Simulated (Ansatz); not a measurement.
This geometry of C4H12N2 (18 atoms, charge 0, multiplicity 1) is a first-order saddle point.

These are results of RKS PBE-D4/6-31G* in Ansatz 0.2.0, not measurements.

```xyz
18
Properties=species:S:1:pos:R:3
C -0.528 -0.665 -1.939
C 0.604 0.147 -1.242
N 0.589 0.179 0.221
C 0.815 -1.125 0.834
C -0.569 0.868 0.774
N -0.304 1.195 2.175
H -1.215 -1.109 -1.197
H -0.131 -1.495 -2.546
H -1.136 -0.029 -2.603
H 1.590 -0.254 -1.541
H 0.576 1.196 -1.589
H 0.040 -1.885 0.574
H 0.814 -0.999 1.927
H 1.798 -1.516 0.515
H -0.757 1.746 0.114
H -1.502 0.251 0.761
H 0.427 1.914 2.212
H -1.147 1.593 2.602
```

Q: Which two structures does it join? (They come from a converged band through this point; their orientation in space is the band's.)

A: No bond is made or broken. The dihedral H7–C1–C2–N3 goes from -59 to 61°. The two ends are copies of one structure, up to a mirror image or an exchange of like atoms.

First end point:

```xyz
18
Properties=species:S:1:pos:R:3
C -0.425 -0.822 -1.900
C 0.712 -0.066 -1.186
N 0.570 0.136 0.257
C 0.619 -1.097 1.036
C -0.551 0.989 0.622
N -0.354 1.474 1.988
H -0.563 -1.836 -1.489
H -0.200 -0.925 -2.976
H -1.386 -0.286 -1.810
H 1.666 -0.604 -1.347
H 0.831 0.932 -1.650
H -0.215 -1.806 0.818
H 0.565 -0.831 2.103
H 1.573 -1.617 0.842
H -0.606 1.787 -0.155
H -1.535 0.460 0.610
H 0.442 2.124 1.996
H -1.181 1.999 2.292
```

Last end point:

```xyz
18
Properties=species:S:1:pos:R:3
C -0.538 -0.606 -1.951
C 0.593 0.161 -1.241
N 0.578 0.159 0.223
C 0.814 -1.154 0.816
C -0.572 0.839 0.800
N -0.282 1.164 2.196
H -1.529 -0.188 -1.704
H -0.543 -1.674 -1.675
H -0.414 -0.546 -3.047
H 1.569 -0.251 -1.558
H 0.576 1.218 -1.571
H 0.030 -1.909 0.572
H 0.842 -1.036 1.910
H 1.787 -1.545 0.470
H -0.779 1.718 0.146
H -1.500 0.216 0.803
H 0.448 1.886 2.221
H -1.118 1.559 2.641
```

Q: How far does it lie above each of them?

A: 0.115 eV above the first and 0.115 eV above the second. This is the barrier of this one path; another mechanism may lie lower.

Time of the run: 2.7 min on 2 threads of Arm Neoverse N1 (shared host), peak memory 0.17 GiB.
